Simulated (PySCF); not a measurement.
Numbering as in the mapped SMILES `[CH:1]#[C:2]/[C:3]([F:4])=[CH:5]/[CH3:6]`. Each H is labelled by its parent atom.

Geometry: PBE0-D3(BJ)/def2-SVP; GIAO absolute shieldings from PySCF, gas phase, non-relativistic, averaged over equivalent atoms.

At B97-D/pcSseg-2 (286 basis functions, 76 s wall time on 1 thread of an Arm Neoverse N1, shared host):
| atoms | σ (ppm) |
| --- | --- |
| C3 | 29.7 |
| C5 | 57.7 |
| C1 | 98.1 |
| C2 | 99.6 |
| C6 | 165.4 |
| F4 | 279.6 |
| H(C5) | 25.91 |
| H(C1) | 28.47 |
| H(C6) | 29.53 |

Task: Estimate the result of repeating the calculation with PBE/pcSseg-2.

Result: 
```json
{"atoms": "C3", "σ at PBE/pcSseg-2": "26.0", "change": "-3.7"}
{"atoms": "C5", "σ at PBE/pcSseg-2": "54.8", "change": "-2.9"}
{"atoms": "C1", "σ at PBE/pcSseg-2": "93.8", "change": "-4.3"}
{"atoms": "C2", "σ at PBE/pcSseg-2": "95.7", "change": "-3.9"}
{"atoms": "C6", "σ at PBE/pcSseg-2": "166.5", "change": "+1.1"}
{"atoms": "F4", "σ at PBE/pcSseg-2": "270.7", "change": "-8.9"}
{"atoms": "H(C5)", "σ at PBE/pcSseg-2": "25.61", "change": "-0.30"}
{"atoms": "H(C1)", "σ at PBE/pcSseg-2": "28.29", "change": "-0.18"}
{"atoms": "H(C6)", "σ at PBE/pcSseg-2": "29.34", "change": "-0.19"}
```

The largest change is at F4 (vinylic fluorine). Cost: 286 basis functions, 78 s wall time on 1 thread of an Arm Neoverse N1, shared host. The order of the carbon signals is the same at both levels.
